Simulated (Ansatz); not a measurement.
A nudged elastic band was laid between two geometries of CH6BS (9 atoms, charge 1, multiplicity 1).

Level of theory: RKS B3LYP-D4/6-31G in Ansatz.

* movable images: 9
* climbing image: yes
* spring: 5.0 eV/Å²
* optimiser: quadratic models (default)
* start path: through a guess of the saddle point
* force threshold: 0.03 eV/Å
* iteration limit: 60
* end points: relaxed

First end point:

```xyz
9
Properties=species:S:1:pos:R:3
C -0.607 0.969 -0.601
B 0.190 -0.327 -0.545
S 0.240 -1.348 1.166
H -1.392 0.860 -1.370
H 0.043 1.767 -1.002
H -1.074 1.330 0.318
H 0.769 -0.938 -1.373
H 1.497 -1.899 1.236
H 0.335 -0.415 2.171
```

Last end point:

```xyz
9
Properties=species:S:1:pos:R:3
C -0.594 0.977 -0.602
B 0.411 -0.161 -0.494
S 0.168 -1.524 0.940
H -1.375 1.052 0.158
H -1.079 0.914 -1.592
H -0.045 1.935 -0.639
H 1.329 -0.474 -1.168
H 1.434 -1.879 1.338
H -0.248 -0.841 2.059
```

Task: What changes between the two ends?

Result: No bond is made or broken. The dihedral H6–C1–B2–S3 goes from 4 to 129°. The two ends are copies of one structure, up to a mirror image or an exchange of like atoms.

Task: What energy profile does the band end with?

Result: It converged. The highest image is number 6 of 0 to 10, 4.0 kcal/mol above the ends, which have the same energy within 2 meV. Beside the main top the profile has a ripple of under 15 meV (maxima at images 2, 6), which may be a very shallow well or noise. A vibrational analysis at the climbing image gives one clearly imaginary mode, 138i cm⁻¹: a first-order saddle point. Limits of this set-up: no polarisation functions, the dipole of an ion depends on the origin.

```tsv
image	path coordinate (Å)	energy (kcal/mol)	dihedral H6–C1–B2–S3 (°)
0	0.00	0.0	4
1	0.79	0.3	33
2	1.58	0.6	63
3	2.38	0.4	91
4	3.17	1.1	105
5	3.96	3.2	101
6	4.75	4.0	97
7	5.39	3.5	99
8	6.03	1.9	102
9	6.67	0.4	107
10	7.31	0.0	129
```

Task: What is the geometry of the highest image?

Result: 
```xyz
9
Properties=species:S:1:pos:R:3:forces:R:3
C -0.703 0.908 -0.781 0.01 0.00 0.00
B 0.449 0.067 -0.276 0.00 -0.02 0.01
S -0.015 -1.257 1.272 0.01 0.01 0.00
H -1.711 0.522 -0.601 0.00 0.00 0.00
H -0.575 1.143 -1.847 0.00 0.00 0.00
H -0.646 1.892 -0.269 0.00 0.00 0.00
H 1.600 -0.011 -0.526 0.00 0.01 0.00
H 0.658 -2.381 0.832 0.00 0.01 0.00
H 0.942 -0.882 2.197 -0.01 0.00 0.00
```

Run time: 3.9 min on 1 CPU thread of a shared host.
